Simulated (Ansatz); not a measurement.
Z-matrix (Å, degrees):
```
C
C 1 1.459
C 1 1.459 2 52.9
F 1 1.387 2 118.4 3 105.6
H 1 1.087 2 124.9 3 -110.3
H 2 1.077 1 147.0 3 -177.4
H 3 1.077 1 147.0 2 177.4
```

Total charge 0; spin multiplicity 1.

Q: List the r2SCAN/def2-TZVPP orbital energies in eV (Ansatz 0.2.0). (An estimate is asked.)

A: Computed: Occupied: -665.48, -275.50, -273.99, -273.96, -31.03, -23.66, -15.79, -15.14, -13.71, -12.68, -10.69, -10.23, -8.33, -7.52, -7.19. Lowest empty: -1.16, 2.18, 2.42, 2.75, 3.24, 3.66, 4.30, 4.75.
